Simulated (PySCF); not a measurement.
Boron: a sound run and one with changed settings

Sound run: B [He] 2s2 2p1, B⁺ [He] 2s2. Computed with PySCF 2.14 in x2c-SVPall, with the spin-free X2C one-electron Hamiltonian (Gaussian nucleus). In the sound run the correlated levels freeze 1s2. The sound run starts from symmetry-adapted Hartree-Fock orbitals and uses a fine grid where one is needed.

Changed run: initial guess minao, at most 5 SCF cycles. This setting is unsound on purpose.

```tsv
species	method	sound run (hartree)	changed run (hartree)	converged
B	UHF	-24.50721	-24.50721	no
B	BP86	-24.62860	-24.62860	yes
B	r2SCAN	-24.61381	-24.61381	no
B⁺	UHF	-24.20870	-24.20870	yes
B⁺	BP86	-24.30501	-24.30501	yes
B⁺	r2SCAN	-24.28882	-24.28882	yes
B⁺	MP2	-24.24156	-24.24156	yes
B⁺	CCSD(T)	-24.26798	-24.26798	yes
```

Ionisation energy of B:

```json
{"method": "BP86", "sound run (eV)": "8.805", "changed run (eV)": "8.805"}
```

The SCF was stopped early; the energies are upper bounds that still move, and correlated levels were skipped or rest on poor orbitals.

For comparison, NIST gives 8.298 eV between the lowest levels.
